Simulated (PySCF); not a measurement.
# The bond of SiH, level by level

One table from this session's results is given with a row withheld; the runs are named, their logs left out.

The runs use PySCF 2.14.0; Si 6-311G(d,p), H 6-311G(d,p), no relativity.

The first run:

The job is set up so:

| Item | Value |
| --- | --- |
| atoms | Si, H |
| charge | 0 |
| basis | Si 6-311G(d,p), H 6-311G(d,p) |
| Hamiltonian | no relativity |
| basis functions | 32 |
| electrons treated | 15 |
| masses in u | 27.9769, 1.0078 |
| levels | PBE0, PBE, r²SCAN, B2PLYP, B3LYP, M06-2X, HSE06, HF, MP2, SCS-MP2, CCSD, CCSD(T) |
| grid | 80 radial by 434 angular points |
| occupations | held fixed by the projection of orbital angular momentum |
| dissociation limit | Si + H, each in its ground configuration |
| starting distance in angstrom | 1.435 |
| values of 2S to try | 1, 3 |

Command:

```
> OMP_NUM_THREADS=1 python dia.py task.json out
```

Among the steps run: Set-up; PBE0 along the bond; Excited determinants; PBE (GGA); r²SCAN; B2PLYP (double hybrid); B3LYP; M06-2X; HSE06 (range-separated hybrid); UHF; Correlated methods on the Hartree–Fock reference.

One table of the session follows, with a row left open; its other results are not shown here.

It belongs to the step «The curves together». Energy (eV) from each level's lowest point:

| R (Å) | UHF | UHF-MP2 | UHF-SCS-MP2 | UHF-CCSD | UHF-CCSD(T) |
| --- | --- | --- | --- | --- | --- |
| 1.322 | 0.417 | 0.411 | 0.415 | n/a | n/a |
| 1.383 | 0.175 | 0.173 | 0.176 | 0.183 | 0.186 |
| 1.445 | 0.044 | 0.044 | 0.045 | 0.051 | 0.053 |
| 1.491 | 0.002 | 0.003 | 0.004 | 0.006 | 0.007 |
| 1.537 | 0.000 | 0.000 | 0.000 | 0.000 | 0.000 |
| 1.583 | 0.030 | 0.029 | 0.028 | 0.024 | 0.023 |
| 1.645 | 0.109 | 0.106 | 0.103 | 0.094 | 0.091 |
| 1.721 | ? | ? | ? | ? | ? |
| 1.814 | 0.482 | 0.468 | 0.460 | 0.426 | 0.418 |
| 1.937 | 0.831 | 0.806 | 0.794 | n/a | n/a |

Q: Estimate the row for R (Å) = 1.721 from the others.

Worked estimate for «UHF». A straight line through the neighbours (1.645, 0.109) and (1.814, 0.482) gives 0.109 + (0.482 − 0.109) × (1.721 − 1.645) / (1.814 − 1.645) = 0.277; a parabola fitted to 4 rows on both sides gives 0.260.

As computed: UHF: 0.256; UHF-MP2: 0.250; UHF-SCS-MP2: 0.244; UHF-CCSD: 0.225; UHF-CCSD(T): 0.220. In «UHF» the line misses by +0.021 and the parabola by +0.004.
